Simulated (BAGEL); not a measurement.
# A workflow on CH2O2 (formic acid)

We compute a single-point energy (HF/def2-SVP), then the energy (NEVPT2(2,2)/def2-SVP), then a single-point energy (CASPT2(2,2)/def2-SVP) of CH2O2 (formic acid). 

Program for the calculation: BAGEL 1.2.2.

1 further run of the same task is left out (set aside as unsound or not needed).

## Step 1: The structure to begin with

CH2O2 has 5 atoms, charge 0, and is taken as a singlet. SMILES: `O=CO`. One bond was lengthened or shortened from a relaxed shape.

Bond lengths: O1–C2 1.194 Å, C2–O3 1.536 Å, C2–H4 1.099 Å, O3–H5 0.969 Å. Angles: O1–C2–O3 125.1°, O1–C2–H4 125.1°, O3–C2–H4 109.8°, C2–O3–H5 107.3°.

## Step 2: The energy at HF/def2-SVP (density fitting with svp-jkfit) (run 1)

The input, input.json:

```json
{ "bagel" : [

{
  "title" : "molecule",
  "basis" : "svp",
  "df_basis" : "svp-jkfit",
  "angstrom" : true,
  "geometry" : [
    { "atom" : "O", "xyz" : [      -0.490327,      -0.569827,       1.298633 ] },
    { "atom" : "C", "xyz" : [      -0.334077,      -0.491337,       0.117333 ] },
    { "atom" : "O", "xyz" : [       0.456980,       0.613310,      -0.598030 ] },
    { "atom" : "H", "xyz" : [      -0.734967,      -1.199137,      -0.621737 ] },
    { "atom" : "H", "xyz" : [       0.792790,       1.214660,       0.083770 ] }
  ]
},

{
  "title" : "hf"
},

{
  "title" : "print",
  "file" : "orbitals.molden",
  "orbitals" : true
}

]}
```

On the command line:

```console
$ BAGEL_NUM_THREADS=1 BAGEL input.json > input.out
```

Log:

```text
* using 1 threads per process

  ===============================================================
  ===============================================================

  *** Geometry ***

  { "atom" : "O", "xyz" : [     -0.926584,     -1.076817,      2.454061 ] },
  { "atom" : "C", "xyz" : [     -0.631314,     -0.928492,      0.221727 ] },
  { "atom" : "O", "xyz" : [      0.863567,      1.158988,     -1.130113 ] },
  { "atom" : "H", "xyz" : [     -1.388886,     -2.266041,     -1.174913 ] },
  { "atom" : "H", "xyz" : [      1.498156,      2.295375,      0.158302 ] },

  Number of auxiliary basis functions:      265

  Since a DF basis is specified, we compute 2- and 3-index integrals:
    o Being stored without compression. Storage requirement is 0.006 GB

  Number of basis functions:       52
  Number of electrons      :       24

    * METHOD: MOLECULE                             0.05

  *** RHF ***

  === Nuclear Repulsion ===
    66.4685265274

      * DIIS with orbital gradients will be used.

  === RHF iteration (svp) ===
      0       -188.38498630          0.03181224           0.01
      1       -188.49516503          0.02343045           0.01
      2       -188.58761572          0.00232407           0.01
      3       -188.58935745          0.00118319           0.01
      4       -188.58975748          0.00041516           0.01
      5       -188.58986063          0.00020313           0.01
      6       -188.58988976          0.00007327           0.01
      7       -188.58989328          0.00001687           0.01
      8       -188.58989336          0.00000869           0.01
      9       -188.58989338          0.00000305           0.01
     10       -188.58989338          0.00000075           0.01
     11       -188.58989338          0.00000037           0.01
     12       -188.58989338          0.00000010           0.01
     13       -188.58989338          0.00000003           0.01
     14       -188.58989338          0.00000001           0.01
     15       -188.58989338          0.00000001           0.01
    * SCF iteration converged.

    * Permanent dipole moment:
           (   -0.004897,     0.036968,     0.330749) a.u.

    * METHOD: HF                                   0.19

    * METHOD: PRINT                                0.00

  ===============================================================
```

It took 0.36 s on 1 thread of Arm Neoverse V2, shared host; peak memory 0.15 GiB.

## Step 3: The energy at NEVPT2(2,2)/def2-SVP (density fitting with svp-jkfit) (run 2)

The input, nevpt2.json:

```json
{ "bagel": [

{
  "title": "molecule",
  "basis": "svp",
  "df_basis": "svp-jkfit",
  "angstrom": true,
  "geometry": [
    { "atom": "O", "xyz": [      -0.490327,      -0.569827,       1.298633 ] },
    { "atom": "C", "xyz": [      -0.334077,      -0.491337,       0.117333 ] },
    { "atom": "O", "xyz": [       0.456980,       0.613310,      -0.598030 ] },
    { "atom": "H", "xyz": [      -0.734967,      -1.199137,      -0.621737 ] },
    { "atom": "H", "xyz": [       0.792790,       1.214660,       0.083770 ] }
  ]
},

{
  "title": "hf"
},

{
  "title": "casscf",
  "nstate": 1,
  "nact": 2,
  "nclosed": 11,
  "active": [5, 16],
  "maxiter": 200,
  "natocc": true
},

{
  "title": "nevpt2",
  "nstate": 1,
  "nact": 2,
  "nclosed": 11,
  "active": [5, 16],
  "maxiter": 200,
  "natocc": true,
  "ncore": 3
},

{
  "title": "print",
  "file": "orbitals.molden",
  "orbitals": true
}

]}
```

On the command line:

```console
$ BAGEL_NUM_THREADS=1 BAGEL nevpt2.json > nevpt2.out
```

Log:

```text
* using 1 threads per process

  ===============================================================
  ===============================================================

  *** Geometry ***

  { "atom" : "O", "xyz" : [     -0.926584,     -1.076817,      2.454061 ] },
  { "atom" : "C", "xyz" : [     -0.631314,     -0.928492,      0.221727 ] },
  { "atom" : "O", "xyz" : [      0.863567,      1.158988,     -1.130113 ] },
  { "atom" : "H", "xyz" : [     -1.388886,     -2.266041,     -1.174913 ] },
  { "atom" : "H", "xyz" : [      1.498156,      2.295375,      0.158302 ] },

  Number of auxiliary basis functions:      265

  Since a DF basis is specified, we compute 2- and 3-index integrals:
    o Being stored without compression. Storage requirement is 0.006 GB

  Number of basis functions:       52
  Number of electrons      :       24

    * METHOD: MOLECULE                             0.05

  *** RHF ***

  === Nuclear Repulsion ===
    66.4685265274

      * DIIS with orbital gradients will be used.

  === RHF iteration (svp) ===
      0       -188.38498630          0.03181224           0.01
      1       -188.49516503          0.02343045           0.01
      2       -188.58761572          0.00232407           0.01
      3       -188.58935745          0.00118319           0.01
      4       -188.58975748          0.00041516           0.01
      5       -188.58986063          0.00020313           0.01
      6       -188.58988976          0.00007327           0.01
      7       -188.58989328          0.00001687           0.01
      8       -188.58989336          0.00000869           0.01
      9       -188.58989338          0.00000305           0.01
     10       -188.58989338          0.00000075           0.01
     11       -188.58989338          0.00000037           0.01
     12       -188.58989338          0.00000010           0.01
     13       -188.58989338          0.00000003           0.01
     14       -188.58989338          0.00000001           0.01
     15       -188.58989338          0.00000001           0.01
    * SCF iteration converged.

    * Permanent dipole moment:
           (   -0.004897,     0.036968,     0.330749) a.u.

    * METHOD: HF                                   0.19

  ---------------------------
      CASSCF calculation
  ---------------------------

    ==== Active orbitals : =====
         Orbital 5
         Orbital 16
    ============================

    * nstate   :      1
    * nclosed  :     11
    * nact     :      2
    * nvirt    :     39
  === CASSCF iteration (svp) ===

    * Using the second-order algorithm

      0  0      -188.59032591     1.62e-04      0.01

      1  0      -188.59311813     7.51e-04      0.06

      2  0      -188.60926744     1.74e-03      0.06

      3  0      -188.61505095     9.93e-04      0.06

      4  0      -188.61569179     5.19e-04      0.06

      5  0      -188.61573487     2.35e-04      0.06

      6  0      -188.61573882     9.48e-05      0.07

      7  0      -188.61573935     3.67e-05      0.07

      8  0      -188.61573942     1.40e-05      0.07

      9  0      -188.61573943     5.33e-06      0.07

     10  0      -188.61573944     2.02e-06      0.07

     11  0      -188.61573944     7.69e-07      0.06

     12  0      -188.61573944     2.92e-07      0.06

     13  0      -188.61573944     1.11e-07      0.06

     14  0      -188.61573944     4.20e-08      0.05

     15  0      -188.61573944     1.59e-08      0.05

     16  0      -188.61573944     6.05e-09      0.05

    * Second-order optimization converged. *

     guess   0:   closed 1.                   open ..

  === FCI iteration ===

      0  0      -188.58930011     1.03e-01      0.00
      1  0      -188.61564703     4.79e-03      0.00
      2  0 *    -188.61573944     7.87e-16      0.00

     * ci vector, state   0, <S^2> = 0.0000
       2.     0.9918823757
       .2    -0.1271587703

    * METHOD: CASSCF                               1.00

    * freezing 3 orbitals

  === DF-NEVPT2 calculation ===

    * 3-index integral transformation done
    * assembly done

      NEVPT2 correlation energy:   -0.4753136903      0.04

          (+0)     -0.3546465449
          (+0)'    -0.0468812731
          (+1)     -0.0219599911
          (+1)'    -0.0000000000
          (+2)     -0.0010429234
          (-1)     -0.0456956204
          (-1)'     0.0000000000
          (-2)     -0.0050873373

      NEVPT2 total energy:       -189.0910531256

    * METHOD: NEVPT2                               0.06

    * METHOD: PRINT                                0.00

  ===============================================================
```

Run time: 1.4 s. Hardware: 1 thread of Arm Neoverse V2, shared host; peak memory 0.15 GiB.

## Step 4: The energy at CASPT2(2,2)/def2-SVP (density fitting with svp-jkfit) (run 3)

The input, calc.json:

```json
{ "bagel" : [

{
  "title" : "molecule",
  "basis" : "svp",
  "df_basis" : "svp-jkfit",
  "angstrom" : "true",
  "geometry" : [
    { "atom" : "O", "xyz" : [      -0.490327,      -0.569827,       1.298633 ] },
    { "atom" : "C", "xyz" : [      -0.334077,      -0.491337,       0.117333 ] },
    { "atom" : "O", "xyz" : [       0.456980,       0.613310,      -0.598030 ] },
    { "atom" : "H", "xyz" : [      -0.734967,      -1.199137,      -0.621737 ] },
    { "atom" : "H", "xyz" : [       0.792790,       1.214660,       0.083770 ] }
  ]
},

{ "title" : "hf" },

{ "title" : "casscf", "nstate" : 1, "nact" : 2, "nclosed" : 11, "active" : [5, 16], "maxiter" : 200, "natocc" : "true" },

{ "title" : "print", "file" : "orbitals.molden", "orbitals" : "true" },

{ "title" : "smith", "method" : "caspt2", "ms" : "true", "xms" : "true", "sssr" : "true", "shift" : 0.2, "shift_imag" : "true", "ncore" : 3 }

]}
```

On the command line:

```console
$ BAGEL_NUM_THREADS=1 BAGEL calc.json > calc.out
```

Log:

```text
* using 1 threads per process

  ===============================================================
  ===============================================================

  *** Geometry ***

  { "atom" : "O", "xyz" : [     -0.926584,     -1.076817,      2.454061 ] },
  { "atom" : "C", "xyz" : [     -0.631314,     -0.928492,      0.221727 ] },
  { "atom" : "O", "xyz" : [      0.863567,      1.158988,     -1.130113 ] },
  { "atom" : "H", "xyz" : [     -1.388886,     -2.266041,     -1.174913 ] },
  { "atom" : "H", "xyz" : [      1.498156,      2.295375,      0.158302 ] },

  Number of auxiliary basis functions:      265

  Since a DF basis is specified, we compute 2- and 3-index integrals:
    o Being stored without compression. Storage requirement is 0.006 GB

  Number of basis functions:       52
  Number of electrons      :       24

    * METHOD: MOLECULE                             0.05

  *** RHF ***

  === Nuclear Repulsion ===
    66.4685265274

      * DIIS with orbital gradients will be used.

  === RHF iteration (svp) ===
      0       -188.38498630          0.03181224           0.01
      1       -188.49516503          0.02343045           0.01
      2       -188.58761572          0.00232407           0.01
      3       -188.58935745          0.00118319           0.01
      4       -188.58975748          0.00041516           0.01
      5       -188.58986063          0.00020313           0.01
      6       -188.58988976          0.00007327           0.01
      7       -188.58989328          0.00001687           0.01
      8       -188.58989336          0.00000869           0.01
      9       -188.58989338          0.00000305           0.01
     10       -188.58989338          0.00000075           0.01
     11       -188.58989338          0.00000037           0.01
     12       -188.58989338          0.00000010           0.01
     13       -188.58989338          0.00000003           0.01
     14       -188.58989338          0.00000001           0.01
     15       -188.58989338          0.00000001           0.01
    * SCF iteration converged.

    * Permanent dipole moment:
           (   -0.004897,     0.036968,     0.330749) a.u.

    * METHOD: HF                                   0.19

  ---------------------------
      CASSCF calculation
  ---------------------------

    ==== Active orbitals : =====
         Orbital 5
         Orbital 16
    ============================

    * nstate   :      1
    * nclosed  :     11
    * nact     :      2
    * nvirt    :     39
  === CASSCF iteration (svp) ===

    * Using the second-order algorithm

      0  0      -188.59032591     1.62e-04      0.01

      1  0      -188.59311813     7.51e-04      0.06

      2  0      -188.60926744     1.74e-03      0.06

      3  0      -188.61505095     9.93e-04      0.06

      4  0      -188.61569179     5.19e-04      0.06

      5  0      -188.61573487     2.35e-04      0.06

      6  0      -188.61573882     9.48e-05      0.07

      7  0      -188.61573935     3.67e-05      0.07

      8  0      -188.61573942     1.40e-05      0.07

      9  0      -188.61573943     5.33e-06      0.07

     10  0      -188.61573944     2.02e-06      0.07

     11  0      -188.61573944     7.69e-07      0.07

     12  0      -188.61573944     2.92e-07      0.06

     13  0      -188.61573944     1.11e-07      0.06

     14  0      -188.61573944     4.20e-08      0.05

     15  0      -188.61573944     1.59e-08      0.05

     16  0      -188.61573944     6.05e-09      0.05

    * Second-order optimization converged. *

     guess   0:   closed 1.                   open ..

  === FCI iteration ===

      0  0      -188.58930011     1.03e-01      0.00
      1  0      -188.61564703     4.79e-03      0.00
      2  0 *    -188.61573944     7.87e-16      0.00

     * ci vector, state   0, <S^2> = 0.0000
       2.     0.9918823757
       .2    -0.1271587703

    * METHOD: CASSCF                               1.00

    * METHOD: PRINT                                0.00

  === SMITH program ===

    * freezing 3 orbitals

    * Approximate memory requirement for SMITH calulation per MPI process:
      o Storage requirement for T-amplitude, lambda, and residual is 0.00 GB
      o Storage requirement for MO integrals is 0.00 GB
    * Calculating and saving rdm4f

    * Zeroth order energy : state  0       -1.3810931115

    * CASPT2 iteration is performed using orthogonal basis

      -------------------------------------------  CASPT2 iteration  ---------------------------------------------------
       #      aibj      arbs      arbi      airj      risj      airs      arst      rist         Etot      error   time
      ------------------------------------------------------------------------------------------------------------------

       0  -0.35574  -0.00586  -0.04621  -0.02373  -0.00147  -0.04133  -0.00000  -0.00000   -0.4743434  0.0038137   0.02
       1  -0.35616  -0.00593  -0.04654  -0.02428  -0.00157  -0.04243  -0.00000  -0.00000   -0.4769084  0.0006432   0.02
       2  -0.35621  -0.00594  -0.04650  -0.02432  -0.00158  -0.04247  -0.00000  -0.00000   -0.4770158  0.0001293   0.02
       3  -0.35621  -0.00594  -0.04650  -0.02431  -0.00158  -0.04248  -0.00000  -0.00000   -0.4770189  0.0000277   0.02
       4  -0.35621  -0.00594  -0.04650  -0.02431  -0.00158  -0.04248  -0.00000  -0.00000   -0.4770191  0.0000068   0.02
       5  -0.35621  -0.00594  -0.04650  -0.02431  -0.00158  -0.04248   0.00000  -0.00000   -0.4770191  0.0000015   0.02
       6  -0.35621  -0.00594  -0.04650  -0.02431  -0.00158  -0.04248   0.00000  -0.00000   -0.4770191  0.0000003   0.02

      ------------------------------------------------------------------------------------------------------------------

    * CASPT2 energy : state  0     -189.0946242607
        w/o shift correction       -189.0927585334
        reference weight              0.8797203867

    * METHOD: SMITH                                0.17

  ===============================================================
```

It took 1.6 s on 1 thread of Arm Neoverse V2, shared host; peak memory 0.15 GiB.

## Step 5: What came out

| quantity | value |
| --- | --- |
| run 1, HF/def2-SVP: total energy | -188.58989 Eh |
| run 1, HF/def2-SVP: dipole moment | 0.85 D |
| run 1, HF/def2-SVP: HOMO energy | -12.95 eV |
| run 1, HF/def2-SVP: LUMO energy | 3.87 eV |
| run 1, HF/def2-SVP: HOMO–LUMO gap | 16.82 eV |
| run 2, NEVPT2(2,2)/def2-SVP: total energy | -189.09105 Eh |
| run 3, CASPT2(2,2)/def2-SVP: total energy | -189.09462 Eh |
